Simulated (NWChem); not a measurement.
System: AlCl3; SMILES [Cl][Al]([Cl])[Cl]

NWChem printed, in part:

```
             Northwest Computational Chemistry Package (NWChem) 7.3.0
             --------------------------------------------------------

                             Geometry "geometry" -> ""
                             -------------------------

 Output coordinates in angstroms (scale by  1.889725989 to convert to a.u.)

  No.       Tag          Charge          X              Y              Z
 ---- ---------------- ---------- -------------- -------------- --------------
    1 Al                  13.0000     0.00000000     0.00000000     0.00226500
    2 Cl                  17.0000    -2.02882700     0.45405900    -0.00014900
    3 Cl                  17.0000     1.40764000     1.52998600    -0.00014900
    4 Cl                  17.0000     0.62118700    -1.98404500    -0.00014900

 Effective nuclear repulsion energy (a.u.)     296.1644503270

  pbe96 is a nonlocal functional; adding pw91lda local functional.

                                 NWChem DFT Module
                                 -----------------

 Summary of "ao basis" -> "ao basis" (spherical)
 ------------------------------------------------------------------------------
       Tag                 Description            Shells   Functions and Types
 ---------------- ------------------------------  ------  ---------------------
 Al                          sto-3g                  5        9   3s2p
 Cl                          sto-3g                  5        9   3s2p

            General Information
            -------------------
          SCF calculation type: DFT
          Wavefunction type:  closed shell.
          No. of atoms     :     4
          No. of electrons :    64
           Alpha electrons :    32
            Beta electrons :    32
          Charge           :     0
          Spin multiplicity:     1
          Use of symmetry is: off; symmetry adaption is: off
          Maximum number of iterations: 150
          AO basis - number of functions:    36
                     number of shells:    20
          Convergence on energy requested:  1.00D-06
          Convergence on density requested:  1.00D-05
          Convergence on gradient requested:  5.00D-04

              XC Information
              --------------
          PerdewBurkeErnzerhof Exchange Functional  1.000
            Perdew 1991 LDA Correlation Functional  1.000 local
           PerdewBurkeErnz. Correlation Functional  1.000 non-local

             Grid Information
             ----------------
          Grid used for XC integration:  medium
          Radial quadrature: Mura-Knowles
          Angular quadrature: Lebedev.
          Tag              B.-S. Rad. Rad. Pts. Rad. Cut. Ang. Pts.
          ---              ---------- --------- --------- ---------
          Al                  1.25       88           7.0       590
          Cl                  1.00       88           9.0       590
          Grid pruning is: on
          Number of quadrature shells:   352
          Spatial weights used:  Erf1

      Superposition of Atomic Density Guess
      -------------------------------------

 Sum of atomic energies:       -1602.52021951

      Non-variational initial energy
      ------------------------------

 Total energy =   -1602.520165
 1-e energy   =   -2817.373385
 2-e energy   =     918.688770
 HOMO         =      -0.361299
 LUMO         =       0.194026

   convergence    iter        energy       DeltaE   RMS-Dens  Diis-err
 ---------------- ----- ----------------- --------- --------- ---------
 d= 0,ls=0.0,diis     1  -1604.4085812571 -1.90D+03  7.79D-02  5.08D-01
 d= 0,ls=0.0,diis     2  -1604.2806058657  1.28D-01  4.38D-02  1.31D+00
 d= 0,ls=0.0,diis     3  -1604.5554194417 -2.75D-01  5.73D-04  5.99D-04
 d= 0,ls=0.0,diis     4  -1604.5554777540 -5.83D-05  1.03D-04  8.88D-06
 d= 0,ls=0.0,diis     5  -1604.5554785724 -8.18D-07  1.44D-05  1.33D-07
 d= 0,ls=0.0,diis     6  -1604.5554786042 -3.17D-08  6.96D-07  2.15D-10

         Total DFT energy =    -1604.555478604182
      One electron energy =    -2814.451153580203
           Coulomb energy =     1016.327868401131
    Exchange-Corr. energy =     -102.596643752139
 Nuclear repulsion energy =      296.164450327029

 Numeric. integr. density =       64.000000154949

                       DFT Final Molecular Orbital Analysis
                       ------------------------------------

 Vector   30  Occ=2.000000D+00  E=-2.255003D-01
              MO Center=  1.0D+00,  5.7D-02,  7.4D-05, r^2= 4.2D+00
   Bfn.  Coefficient  Atom+Function         Bfn.  Coefficient  Atom+Function
  ----- ------------  ---------------      ----- ------------  ---------------
    27      0.777400  3 Cl pz                36     -0.662237  4 Cl pz
    23     -0.215925  3 Cl pz                32      0.183938  4 Cl pz
    18     -0.115164  2 Cl pz                14      0.031987  2 Cl pz

 Vector   31  Occ=2.000000D+00  E=-2.255003D-01
              MO Center= -1.0D+00, -5.7D-02,  7.4D-05, r^2= 4.2D+00
   Bfn.  Coefficient  Atom+Function         Bfn.  Coefficient  Atom+Function
  ----- ------------  ---------------      ----- ------------  ---------------
    18      0.831176  2 Cl pz                36     -0.515322  4 Cl pz
    27     -0.315853  3 Cl pz                14     -0.230861  2 Cl pz
    32      0.143132  4 Cl pz                23      0.087729  3 Cl pz

 Vector   32  Occ=2.000000D+00  E=-2.151075D-01
              MO Center= -3.2D-06, -1.7D-06, -1.5D-04, r^2= 5.3D+00
   Bfn.  Coefficient  Atom+Function         Bfn.  Coefficient  Atom+Function
  ----- ------------  ---------------      ----- ------------  ---------------
    17      0.581093  2 Cl py                34     -0.568266  4 Cl px
    25      0.438214  3 Cl px                26     -0.403172  3 Cl py
    35     -0.177919  4 Cl py                13     -0.161327  2 Cl py
    30      0.157766  4 Cl px                16      0.130051  2 Cl px
    21     -0.121660  3 Cl px                22      0.111932  3 Cl py

[...]
```

Level: PBE/STO-3G, vertical spin-unrestricted ions. Structure relaxed at the PBE0/def2-SVP level.

**Question.** Which NWChem input produces such a log?

**Answer.** One answer among several that fit: the input that was run:
```
start job
memory heap 200 mb stack 900 mb global 1100 mb
geometry units angstroms noautosym nocenter noautoz
  Al     0.000000     0.000000     0.002265
  Cl    -2.028827     0.454059    -0.000149
  Cl     1.407640     1.529986    -0.000149
  Cl     0.621187    -1.984045    -0.000149
end
basis spherical
  * library sto-3g
end
dft
  xc xpbe96 cpbe96
  iterations 150
  vectors input atomic output neutral.movecs
end
task dft energy
charge 1
dft
  odft
  mult 2
  vectors input atomic output cation.movecs
end
task dft energy
```
